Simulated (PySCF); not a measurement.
acetonitrile (C₂H₃N), SMILES CC#N. Atoms are numbered in the order given.

```xyz
6

C      0.0000     0.0000    -1.1786
C      0.0000     0.0000     0.2831
N      0.0000     0.0000     1.4313
H     -0.8885     0.5130    -1.5487
H      0.8885     0.5130    -1.5487
H      0.0000    -1.0259    -1.5487
```

Geometry optimised at ωB97X-D3(BJ)/def2-TZVP.

Computed with TDA-LC-ωPBE/def2-SVPD (PySCF).

Vertical excitations; the highest root listed may be one member of a degenerate set. The molecule is in vacuum. State labels are in the subgroup Cs.

```tsv
state	symmetry	energy (eV)	λ (nm)	f	main pairs
S1	A"	7.99	155	0.000	HOMO−1→LUMO+1 44 %, HOMO→LUMO+2 44 %
S2	A"	8.40	148	0.001	HOMO→LUMO+2, HOMO−1→LUMO+1 (degenerate set)
S3	A'	8.40	148	0.001	HOMO→LUMO+1, HOMO−1→LUMO+2 (degenerate set)
S4	A"	9.54	130	0.006	HOMO→LUMO (degenerate set)
S5	A'	9.54	130	0.006	HOMO−1→LUMO (degenerate set)
S6	A"	9.89	125	0.027	HOMO−2→LUMO+1 (degenerate set)
S7	A'	9.89	125	0.027	HOMO−2→LUMO+2 (degenerate set)
S8	A'	10.75	115	0.073	HOMO−2→LUMO 73 %, HOMO−2→LUMO+3 21 %
S9	A'	11.47	108	0.146	HOMO−1→LUMO+3 (degenerate set)
S10	A"	11.47	108	0.146	HOMO→LUMO+3 (degenerate set)
T1	A'	6.43	193	0	HOMO→LUMO+1 41 %, HOMO−1→LUMO+2 41 %
T2	A"	7.06	176	0	HOMO−1→LUMO+1, HOMO→LUMO+2 (degenerate set)
T3	A'	7.06	176	0	HOMO−1→LUMO+2, HOMO→LUMO+1 (degenerate set)
T4	A"	7.98	155	0	HOMO→LUMO+2 44 %, HOMO−1→LUMO+1 44 %
```
Triplets are in the Tamm–Dancoff approximation.
